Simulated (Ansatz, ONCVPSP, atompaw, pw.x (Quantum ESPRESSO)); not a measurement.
# Which W potential is closest to all-electron in the bcc crystal?

All use PBEsol, scalar-relativistic, no spin, cutoffs from each file’s atomic test, pw.x 7.5; 15³ k-points, Fermi–Dirac smearing 0.01 Ry. Δ is the rms difference from all-electron LAPW of the E(V) curves that follow from fits to the pressures, over ±6 % in volume. Mesh and smearing are coarse and serve the comparison alone. The files are a selection: those with a ghost or negative overlap were mostly not run, and those with noisy or unconverged pressures or nearly equal Δ are left out.

All-electron: a0 = 3.155 Å (V0 = 15.70 Å³/atom), B0 = 321.1 GPa.

Problem. Rank them by Δ, smallest first.
A. PAW, atompaw 4.2.0.5, PBEsol; core [Kr] 4d10 4f14, reference 5s2 5p6 5d5 6s1 6p0; waves: 5s (bound): rc 1.25 bohr; 6s (bound): rc 2.15 bohr; 5p (bound): rc 1.70 bohr; 6p (bound, empty): rc 1.80 bohr; 5d (bound): rc 2.15 bohr; 5d channel at 2.4 Ry: rc 2.15 bohr; local part: bessel scheme, radius 1.95 bohr; core correction: smooth core density matched at 1.70 bohr; augmentation: besselshape compensation charge, radius 2.00 bohr; PAW radius 2.15 bohr; waves and projectors: custom polynom2 7 10 vanderbiltortho.
B. optimised norm-conserving Vanderbilt (ONCV), ONCVPSP 4.0.1.1 (patched build), PBEsol; core [Kr] 4d10 4f14, reference 5s2 5p6 5d4 6s2; waves: 5s+6s: rc 1.90 bohr, ncon 4, nbas 7, qcut 6.9 1/bohr, 2 projectors; 5p: rc 1.45 bohr, ncon 4, nbas 8, qcut 8.3 1/bohr, 2 projectors, debl 0.5 Ha; 5d: rc 2.50 bohr, ncon 4, nbas 9, qcut 5 1/bohr, 2 projectors, debl 1.1 Ha; local part: polynomial inside 1.20 bohr (lpopt 3, dvloc0 3 Ha); core correction: Teter function, fcfact 5.25, rcfact 1.8. In the p channel the program set the typed energies aside and used -1.588, 0.250 Ha.
C. optimised norm-conserving Vanderbilt (ONCV), ONCVPSP 4.0.1.1 (patched build), PBEsol; core [Kr] 4d10 4f14, reference 5s2 5p6 5d4 6s1.75 6p0.25; waves: 5s+6s: rc 1.45 bohr, ncon 3, nbas 6, qcut 8 1/bohr, 2 projectors; 5p+6p: rc 2.45 bohr, ncon 4, nbas 9, qcut 5.7 1/bohr, 2 projectors; 5d: rc 2.90 bohr, ncon 4, nbas 9, qcut 4.9 1/bohr, 2 projectors, debl 2.7 Ha; f scattering state at 0.44 Ha: rc 3.05 bohr, ncon 3, nbas 8, qcut 3.4 1/bohr, 2 projectors, debl 1.2 Ha; local part: polynomial inside 0.95 bohr (lpopt 5, dvloc0 1 Ha); core correction: Teter function, fcfact 2, rcfact 1.25.
D. optimised norm-conserving Vanderbilt (ONCV), ONCVPSP 4.0.1.1 (patched build), PBEsol; core [Kr] 4d10 4f14, reference 5s2 5p6 5d4 6s2; waves: 5s+6s: rc 1.70 bohr, ncon 3, nbas 6, qcut 8.8 1/bohr, 2 projectors; 5p: rc 2.05 bohr, ncon 5, nbas 10, qcut 5.3 1/bohr, 2 projectors, debl 2.3 Ha; 5d: rc 1.70 bohr, ncon 3, nbas 7, qcut 9.3 1/bohr, local; local part: the d channel; core correction: none.

Solution. C (0.5 meV/atom), A (2.0 meV/atom), D (9.4 meV/atom), B (19.7 meV/atom).
